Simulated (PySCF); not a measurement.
Compound: NH (triplet state).
Structure used (GFN2-xTB), in Å, numbered top down from 1:
```
atom  x, y, z in Å
N1     0.5131   -0.0030   -0.0027
H2    -0.5104    0.0042   -0.0114
```

The species is `[NH]` [triplet].

The calculation used PySCF, UKS B3LYP, pcH-1 on H N, non-relativistic, mean-field spin-orbit, GIAO. Isolated species at its GFN2-xTB geometry, gas phase. A GFN2-xTB geometry isn't a minimum of the functional, and hyperfine couplings can be far from their values at a DFT geometry.

Principal values of hyperfine tensors in MHz (contact and dipolar terms together):

| atom | isotope | A1 | A2 | A3 |
| --- | --- | --- | --- | --- |
| H2 | 1H | -89.43 | -89.43 | 9.05 |
| N1 | 14N | -28.69 | 42.48 | 42.48 |

Question: Split each tensor into its isotropic and traceless parts, and turn a_iso into mT with g = 2.0031.

Answer: a_iso is a third of the trace, T = A − a_iso, and a(mT) = a(MHz)/(g × 13.996).

```tsv
atom	a_iso (MHz)	a_iso (mT)	T1	T2	T3
H2	-56.61	-2.019	-32.83	-32.83	65.65
N1	18.76	0.669	-47.45	23.72	23.72
```

Question: What spin density at the nucleus of N1 lies behind its contact coupling (g_N = 0.40376)?

Answer: a_FC = 800.24 MHz bohr³ × g_N × ρ(0)/(2S). With a_FC = 18.76 MHz and 2S = 2, ρ(0) = 0.1161 bohr⁻³.

Question: Which nucleus of the table has the largest anisotropic coupling, and what is its form?

Answer: H2: -32.8, -32.8, 65.7 MHz, axial, in the ratio −1:−1:+2, as the symmetry of a linear species with an axial spin density requires.
